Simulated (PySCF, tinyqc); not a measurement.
Inside a calculation. Method: MP2 on RHF in the sto-6g basis, frozen core, for CH+, spin multiplicity 1. The lowest restricted solution is unstable here: a spin-polarised one lies 0.0122 hartree lower (PySCF). Computed by tinyqc, a small Python program that keeps every step (integrals from PySCF). Settings: charge = 1, multiplicity = 1, basis = sto-6g, method = RHF, frozen orbitals = 1, energy threshold = 1e-10, iteration cap = 80, orthogonalisation = symmetric, start = core, DIIS depth = 6. Command: `OMP_NUM_THREADS=1 python tinyqc.py 30053 30054 out.jsonl` (the two numbers bound the seeds that draw the settings). One thread of a shared host (Intel(R) Xeon(R) Processor @ 2.60GHz), about 0.2 s of CPU time with the checks. The early iterations of the SCF are left out here.

## One-electron integrals

Geometry (angstrom):
```
atom        x        y        z
C     0.00000  0.00000  0.00000
H     0.00000  0.00000  1.11300
```

Basis sto-6g: exponents (1/bohr^2) and contraction coefficients of normalised primitives:
```
element  l (shell)   exponent  coefficient
C            s (1)  742.73705      0.00916
C            s (1)  136.18002      0.04936
C            s (1)   38.09826      0.16854
C            s (1)   13.08778      0.37056
C            s (1)    5.08237      0.41649
C            s (1)    2.09320      0.13033
C            s (2)   30.49724     -0.01325
C            s (2)    6.03620     -0.04699
C            s (2)    1.87605     -0.03379
C            s (2)    0.72178      0.25024
C            s (2)    0.31347      0.59512
C            s (2)    0.14369      0.24071
C            p (3)   30.49724      0.00376
C            p (3)    6.03620      0.03768
C            p (3)    1.87605      0.17390
C            p (3)    0.72178      0.41804
C            p (3)    0.31347      0.42586
C            p (3)    0.14369      0.10171
H            s (1)   35.52322      0.00916
H            s (1)    6.51314      0.04936
H            s (1)    1.82214      0.16854
H            s (1)    0.62596      0.37056
H            s (1)    0.24308      0.41649
H            s (1)    0.10011      0.13033
```

Overlap, kinetic and nuclear-attraction integrals over the contracted functions; the nuclear repulsion is the sum of Za Zb / Rab.

nuclear repulsion = 2.8527073 hartree

overlap S, order 1C 1s, 1C 2s, 1C 2px, 1C 2py, 1C 2pz, 2H 1s:
$$\begin{pmatrix}
1.00000 & 0.24323 & 0.00000 & 0.00000 & 0.00000 & 0.06124 \\
0.24323 & 1.00000 & 0.00000 & 0.00000 & 0.00000 & 0.47822 \\
0.00000 & 0.00000 & 1.00000 & 0.00000 & 0.00000 & 0.00000 \\
0.00000 & 0.00000 & 0.00000 & 1.00000 & 0.00000 & 0.00000 \\
0.00000 & 0.00000 & 0.00000 & 0.00000 & 1.00000 & 0.45933 \\
0.06124 & 0.47822 & 0.00000 & 0.00000 & 0.45933 & 1.00000
\end{pmatrix}$$

kinetic energy T (hartree), order 1C 1s, 1C 2s, 1C 2px, 1C 2py, 1C 2pz, 2H 1s:
$$\begin{pmatrix}
16.06864 & -0.49279 & 0.00000 & 0.00000 & 0.00000 & -0.00806 \\
-0.49279 & 0.49241 & 0.00000 & 0.00000 & 0.00000 & 0.09926 \\
0.00000 & 0.00000 & 1.47923 & 0.00000 & 0.00000 & 0.00000 \\
0.00000 & 0.00000 & 0.00000 & 1.47923 & 0.00000 & 0.00000 \\
0.00000 & 0.00000 & 0.00000 & 0.00000 & 1.47923 & 0.24788 \\
-0.00806 & 0.09926 & 0.00000 & 0.00000 & 0.24788 & 0.76852
\end{pmatrix}$$

nuclear attraction V (hartree), order 1C 1s, 1C 2s, 1C 2px, 1C 2py, 1C 2pz, 2H 1s:
$$\begin{pmatrix}
-34.48341 & -3.73407 & 0.00000 & 0.00000 & -0.01714 & -1.06643 \\
-3.73407 & -5.62355 & 0.00000 & 0.00000 & -0.16786 & -2.31239 \\
0.00000 & 0.00000 & -5.58255 & 0.00000 & 0.00000 & 0.00000 \\
0.00000 & 0.00000 & 0.00000 & -5.58255 & 0.00000 & 0.00000 \\
-0.01714 & -0.16786 & 0.00000 & 0.00000 & -5.70487 & -2.10203 \\
-1.06643 & -2.31239 & 0.00000 & 0.00000 & -2.10203 & -4.03640
\end{pmatrix}$$

core Hamiltonian H = T + V (hartree), order 1C 1s, 1C 2s, 1C 2px, 1C 2py, 1C 2pz, 2H 1s:
$$\begin{pmatrix}
-18.41477 & -4.22686 & 0.00000 & 0.00000 & -0.01714 & -1.07449 \\
-4.22686 & -5.13114 & 0.00000 & 0.00000 & -0.16786 & -2.21314 \\
0.00000 & 0.00000 & -4.10332 & 0.00000 & 0.00000 & 0.00000 \\
0.00000 & 0.00000 & 0.00000 & -4.10332 & 0.00000 & 0.00000 \\
-0.01714 & -0.16786 & 0.00000 & 0.00000 & -4.22564 & -1.85415 \\
-1.07449 & -2.21314 & 0.00000 & 0.00000 & -1.85415 & -3.26788
\end{pmatrix}$$

## Two-electron integrals

Functions are numbered as in S; the eight-fold symmetry (ij|kl) = (ji|kl) = (kl|ij) leaves the list below.

Two-electron integrals (ij|kl) in chemists' order, unique and non-zero (hartree):
```
(11|11) 3.54374   (21|11) 0.52946   (21|21) 0.10032   (22|11) 0.85360
(22|21) 0.19993   (22|22) 0.62484   (31|31) 0.02127   (32|31) 0.03187
(32|32) 0.13811   (33|11) 0.85360   (33|21) 0.19993   (33|22) 0.62484
(33|33) 0.67322   (41|41) 0.02127   (42|41) 0.03187   (42|42) 0.13811
(43|43) 0.03628   (44|11) 0.85360   (44|21) 0.19993   (44|22) 0.62484
(44|33) 0.60066   (44|44) 0.67322   (51|51) 0.02127   (52|51) 0.03187
(52|52) 0.13811   (53|53) 0.03628   (54|54) 0.03628   (55|11) 0.85360
(55|21) 0.19993   (55|22) 0.62484   (55|33) 0.60066   (55|44) 0.60066
(55|55) 0.67322   (61|11) 0.14080   (61|21) 0.02566   (61|22) 0.05026
(61|33) 0.05007   (61|44) 0.05007   (61|51) 0.00168   (61|52) 0.00324
(61|55) 0.05064   (61|61) 0.00675   (62|11) 0.32072   (62|21) 0.07615
(62|22) 0.26009   (62|33) 0.25407   (62|44) 0.25407   (62|51) 0.00773
(62|52) 0.05048   (62|55) 0.27211   (62|61) 0.02007   (62|62) 0.14017
(63|31) 0.00837   (63|32) 0.04221   (63|53) 0.00998   (63|63) 0.01761
(64|41) 0.00837   (64|42) 0.04221   (64|54) 0.00998   (64|64) 0.01761
(65|11) 0.26920   (65|21) 0.06484   (65|22) 0.23456   (65|33) 0.22279
(65|44) 0.22279   (65|51) 0.01408   (65|52) 0.08436   (65|55) 0.25811
(65|61) 0.01796   (65|62) 0.15026   (65|65) 0.17572   (66|11) 0.46547
(66|21) 0.11268   (66|22) 0.43506   (66|33) 0.41202   (66|44) 0.41202
(66|51) 0.01483   (66|52) 0.12756   (66|55) 0.48114   (66|61) 0.03027
(66|62) 0.29294   (66|65) 0.34760   (66|66) 0.77500
```

## Orthogonalisation

S = U s U^T; symmetric (Loewdin) form X = U s^(-1/2) U^T, so that X^T S X = 1.

eigenvalues of S: [0.32624, 0.82131, 1.00000, 1.00000, 1.14696, 1.70548]

X, order 1C 1s, 1C 2s, 1C 2px, 1C 2py, 1C 2pz, 2H 1s:
$$\begin{pmatrix}
1.02439 & -0.13776 & 0.00000 & 0.00000 & -0.01072 & 0.02355 \\
-0.13776 & 1.15836 & 0.00000 & 0.00000 & 0.12730 & -0.34816 \\
0.00000 & 0.00000 & 1.00000 & 0.00000 & 0.00000 & 0.00000 \\
0.00000 & 0.00000 & 0.00000 & 1.00000 & 0.00000 & 0.00000 \\
-0.01072 & 0.12730 & 0.00000 & 0.00000 & 1.11991 & -0.32896 \\
0.02355 & -0.34816 & 0.00000 & 0.00000 & -0.32896 & 1.25102
\end{pmatrix}$$

## Iteration 7 (converged): orbitals

converged F (hartree), order 1C 1s, 1C 2s, 1C 2px, 1C 2py, 1C 2pz, 2H 1s:
$$\begin{pmatrix}
-11.85368 & -3.00475 & 0.00000 & 0.00000 & -0.02134 & -0.76456 \\
-3.00475 & -1.86797 & 0.00000 & 0.00000 & -0.10299 & -0.90824 \\
0.00000 & 0.00000 & -0.29669 & 0.00000 & 0.00000 & 0.00000 \\
0.00000 & 0.00000 & 0.00000 & -0.29669 & 0.00000 & 0.00000 \\
-0.02134 & -0.10299 & 0.00000 & 0.00000 & -0.80453 & -0.69225 \\
-0.76456 & -0.90824 & 0.00000 & 0.00000 & -0.69225 & -0.88857
\end{pmatrix}$$

Diagonalise F' = X^T F X, C = X C', fill 3 alpha and 3 beta electrons from the bottom; D = 2 C_occ C_occ^T. Each column has its largest component positive (the first on a tie).

F' = X^T F X (hartree):
$$\begin{pmatrix}
-11.65748 & -1.44076 & 0.00000 & 0.00000 & -0.03205 & -0.12264 \\
-1.44076 & -1.20218 & 0.00000 & 0.00000 & 0.09637 & -0.44854 \\
0.00000 & 0.00000 & -0.29669 & 0.00000 & 0.00000 & 0.00000 \\
0.00000 & 0.00000 & 0.00000 & -0.29669 & 0.00000 & 0.00000 \\
-0.03205 & 0.09637 & 0.00000 & 0.00000 & -0.57674 & -0.50580 \\
-0.12264 & -0.44854 & 0.00000 & 0.00000 & -0.50580 & -0.36879
\end{pmatrix}$$

orbital energies (hartree): MO1 -11.85533, MO2 -1.26187, MO3 -0.86805, MO4 -0.29669, MO5 -0.29669, MO6 0.18006

coefficients C, order 1C 1s, 1C 2s, 1C 2px, 1C 2py, 1C 2pz, 2H 1s:
$$\begin{pmatrix}
0.99673 & -0.21761 & 0.13357 & 0.00000 & 0.00000 & 0.10179 \\
0.01423 & 0.77494 & -0.62203 & 0.00000 & 0.00000 & -0.71452 \\
0.00000 & 0.00000 & 0.00000 & -0.26225 & 0.96500 & 0.00000 \\
0.00000 & 0.00000 & 0.00000 & 0.96500 & 0.26225 & 0.00000 \\
0.00394 & 0.23929 & 0.69620 & 0.00000 & 0.00000 & -0.91475 \\
-0.00439 & 0.30427 & 0.35923 & 0.00000 & 0.00000 & 1.25435
\end{pmatrix}$$

D after iteration 7, order 1C 1s, 1C 2s, 1C 2px, 1C 2py, 1C 2pz, 2H 1s:
$$\begin{pmatrix}
2.11734 & -0.47507 & 0.00000 & 0.00000 & 0.08969 & -0.04521 \\
-0.47507 & 1.97532 & 0.00000 & 0.00000 & -0.49513 & 0.02456 \\
0.00000 & 0.00000 & 0.00000 & 0.00000 & 0.00000 & 0.00000 \\
0.00000 & 0.00000 & 0.00000 & 0.00000 & 0.00000 & 0.00000 \\
0.08969 & -0.49513 & 0.00000 & 0.00000 & 1.08394 & 0.64578 \\
-0.04521 & 0.02456 & 0.00000 & 0.00000 & 0.64578 & 0.44329
\end{pmatrix}$$

Within a degenerate level the vectors are fixed only up to a rotation; this is one choice.

## Convergence

Stop when the energy changes by less than 1e-10 hartree and every element of the error matrix X^T (F D S - S D F) X is below 3e-06.

Course of the cycle:
```
iteration  E (hartree)     change  largest element of the error matrix
1          -37.3206046          -                             6.59e-01
2          -37.8106198  -4.90e-01                             1.37e-01
3          -37.8234745  -1.29e-02                             8.60e-03
4          -37.8235209  -4.65e-05                             1.34e-03
5          -37.8235227  -1.76e-06                             1.62e-05
6          -37.8235227  -2.01e-10                             3.22e-07
7          -37.8235227  -9.95e-14                             1.05e-10
```

PySCF RHF in the same basis = -37.8235227 hartree

Converged in 7 iterations.

## Integrals over molecular orbitals

(pq|rs) = sum C_ip C_jq C_kr C_ls (ij|kl), one index at a time.

one-electron integrals over orbitals h = C^T H C (hartree):
$$\begin{pmatrix}
-18.40609 & 0.35178 & -0.21155 & 0.00000 & 0.00000 & -0.16641 \\
0.35178 & -4.30423 & 0.16524 & 0.00000 & 0.00000 & 0.62946 \\
-0.21155 & 0.16524 & -3.98066 & 0.00000 & 0.00000 & 0.41318 \\
0.00000 & 0.00000 & 0.00000 & -4.10332 & 0.00000 & 0.00000 \\
0.00000 & 0.00000 & 0.00000 & 0.00000 & -4.10332 & 0.00000 \\
-0.16641 & 0.62946 & 0.41318 & 0.00000 & 0.00000 & -3.14168
\end{pmatrix}$$

Two-electron integrals over orbitals (pq|rs), unique and non-zero (hartree); the lowest 1 orbital is frozen and left out:
```
(22|22) 0.61837    (32|22) 0.05358    (32|32) 0.08849    (33|22) 0.51316
(33|32) -0.05916   (33|33) 0.63555    (42|42) 0.09716    (43|42) -0.04519
(43|43) 0.05531    (44|22) 0.56640    (44|32) -0.04604   (44|33) 0.57077
(44|44) 0.67322    (52|52) 0.09716    (53|52) -0.04519   (53|53) 0.05531
(54|54) 0.03628    (55|22) 0.56640    (55|32) -0.04604   (55|33) 0.57077
(55|44) 0.60066    (55|55) 0.67322    (62|22) -0.06846   (62|32) 0.02691
(62|33) -0.03792   (62|44) -0.10778   (62|55) -0.10778   (62|62) 0.10607
(63|22) -0.00120   (63|32) 0.06723    (63|33) -0.08814   (63|44) -0.07118
(63|55) -0.07118   (63|62) 0.06309    (63|63) 0.09307    (64|42) -0.04065
(64|43) 0.00482    (64|64) 0.02773    (65|52) -0.04065   (65|53) 0.00482
(65|65) 0.02773    (66|22) 0.59098    (66|32) 0.08862    (66|33) 0.49703
(66|44) 0.49572    (66|55) 0.49572    (66|62) 0.01238    (66|63) 0.05674
(66|66) 0.66971
```

## Second-order Moller-Plesset energy

Hartree-Fock energy = -37.8235227 hartree

E2 = sum_ijab (ia|jb) [2 (ia|jb) - (ib|ja)] / (e_i + e_j - e_a - e_b) over occupied i, j and virtual a, b; the opposite-spin part is (ia|jb)^2 / denominator, the rest is same-spin, and SCS-MP2 scales them by 6/5 and 1/3.

Terms:
```
i  j  a  b   (ia|jb)   (ib|ja)  denominator      term
2  2  4  4   0.09716   0.09716     -1.93036  -0.00489
2  2  5  5   0.09716   0.09716     -1.93036  -0.00489
3  3  6  6   0.09307   0.09307     -2.09623  -0.00413
2  2  6  6   0.10607   0.10607     -2.88387  -0.00390
3  3  4  4   0.05531   0.05531     -1.14272  -0.00268
3  3  5  5   0.05531   0.05531     -1.14272  -0.00268
3  2  6  6   0.06309   0.06309     -2.49005  -0.00160
2  3  6  6   0.06309   0.06309     -2.49005  -0.00160
2  3  4  4  -0.04519  -0.04519     -1.53654  -0.00133
3  2  4  4  -0.04519  -0.04519     -1.53654  -0.00133
2  3  5  5  -0.04519  -0.04519     -1.53654  -0.00133
3  2  5  5  -0.04519  -0.04519     -1.53654  -0.00133
```

Pair energies (hartree; pair i-j sums ij and ji):
```
pair  opposite spin  same spin
2-2        -0.01368    0.00000
3-2        -0.00851    0.00000
3-3        -0.00949    0.00000
```

MP2 correlation energy = -0.0316808 hartree

SCS-MP2 correlation energy = -0.0380169 hartree

MP2 total energy = -37.8552035 hartree
